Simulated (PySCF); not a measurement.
Isomers of [C5H12P]+, one conformer each; single-point electronic energies without zero-point terms and without any empirical dispersion term.

Level: PBE0/pcSseg-1 in PySCF, non-relativistic, each on one gas-phase PBE0-D3(BJ)/def2-SVP geometry that isn't relaxed in the solvent. The solvent is an IEF-PCM continuum (van der Waals radii × 1.2). Specific hydrogen bonds and non-electrostatic terms are outside this model.

```csv
isomer,"relative energy, gas (kcal/mol)"
`C=CC[PH+](C)C`,0.0
`C/C=C/[PH2+]CC`,8.9
```

Question: How do the relative energies look in methanol (ε = 32.61)?

Answer: 
```
          isomer  relative energy, solvent (kcal/mol)  E(solvent) − E(gas) (kcal/mol)
 `C=CC[PH+](C)C`                                  0.0                           -55.2
`C/C=C/[PH2+]CC`                                 10.1                           -53.9
```

The order is unchanged. Conformers: `[CH2:1]=[CH:2][CH2:3][PH+:4]([CH3:5])[CH3:6]` (charge +1) with C1–C2–C3–P4 106°, C2–C3–P4–C5 174°; `[CH3:1]/[CH:2]=[CH:3]/[PH2+:4][CH2:5][CH3:6]` (charge +1) with C2–C3–P4–C5 -121°, C3–P4–C5–C6 -178°. `C=CC[PH+](C)C` gains most from the continuum. The gains span 1.3 kcal/mol, the gas-phase energies 8.9 kcal/mol.
